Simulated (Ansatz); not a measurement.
Input file:

```yaml
crystal:
  periodic: [false, false, false]
  atoms:
    - {symbol: B, position_ang: [0.000000, 0.000000, 0.758703]}
    - {symbol: N, position_ang: [0.000000, 0.000000, -2.691297]}
    - {symbol: H, position_ang: [0.000000, 0.000000, 1.932595]}
basis:
  gaussian: {orbitals: 6-31G, occupation: {up: {"A1": 5, "B1": 1, "B2": 1}, down: {"A1": 5, "B2": 1}}}
magnetization: {spin_polarized: false, initial_magnetization: 1}
correlation: {method: fci, electrons: outside_noble_gas}
```

```sh
$ ansatz run in.yaml --threads 1 --pin off --events-out ev --progress --plain --max-ram 2393MiB
```

The program prints:

```
439 factors; integrals over basis functions are off by at most 8.0e-8 eV
mean field evaluation 1: about -2136.3302 eV, gradient 5.3e1 eV
mean field evaluation 2: about -2153.7975 eV, gradient 2.2e1 eV
mean field evaluation 4: about -2159.3557 eV, gradient 9.1e-1 eV
mean field evaluation 8: about -2159.3591 eV, gradient 1.7e-4 eV
mean field -2159.35908601 eV, -79.3549827447 hartree, gradient 1.5e-6 eV, S^2 0.750000; 0 other end points of the search recorded, 0 dependent functions left out
mean field evaluation 16: about -2155.2066 eV, gradient 1.2e1 eV
unrestricted determinant -2162.93670126 eV, -79.4864576801 hartree, S^2 2.7464
2 core orbitals not correlated: weight in the atoms' cores, before any rotation towards them, 1.000 or more for the frozen orbitals, at most 0.000 for the correlated occupied ones
reference -2159.35908601 eV, -79.3549827447 hartree; 5, 4 occupied and 13, 14 virtual orbitals, 439 factors
state -2164.78451839 eV, -79.5543637072 hartree
Total energy: -2164.78451839 eV, -79.5543637072 hartree
```

Ran on 1 thread of Arm Neoverse V2, shared host: 38 s wall, 0.75 GiB peak host memory.
